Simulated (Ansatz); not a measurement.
# FS2: the cost of one run

Program: Ansatz 0.2.0, Gaussian basis. Level of theory: def2-QZVPP, core rule «outside noble gas», up to 11 orbitals frozen. These are calculated values, not measurements.

Plan: UHF; ROHF; CCSD(T) on UHF.

## 1. The system

The geometry is a PBE0/def2-TZVP stationary point (not a proven minimum) of the parent state, kept for this charge and spin.

3 atoms, charge 1, spin multiplicity 3.

Atoms are counted from 1 here; the program's logs count them from 0.

Bond lengths: F1–S2 1.740 Å, S2–S3 1.950 Å. Angles: F1–S2–S3 180.0°.

## 2. UHF

Contents of in.yaml:

```yaml
crystal:
  periodic: [false, false, false]
  atoms:
    - {symbol: F, position_ang: [0.000000, 0.000000, 1.810100]}
    - {symbol: S, position_ang: [0.000000, 0.000000, 0.070000]}
    - {symbol: S, position_ang: [0.000000, 0.000000, -1.880100]}
basis:
  gaussian: {orbitals: "def2-QZVPP.json"}
total_charge: 1
magnetization: {spin_polarized: true, initial_magnetization: 2}
hamiltonian: {xc: hf}
output: {orbitals: {seedname: orbitals}}
```

Run with:

```bash
> ansatz run in.yaml --threads 1 --pin off --events-out ev --progress --plain --max-ram 2393MiB
```

What time and memory should one allow on 1 thread of Arm Neoverse V1, shared host?

About 46 s, with a peak of 0.58 GiB.
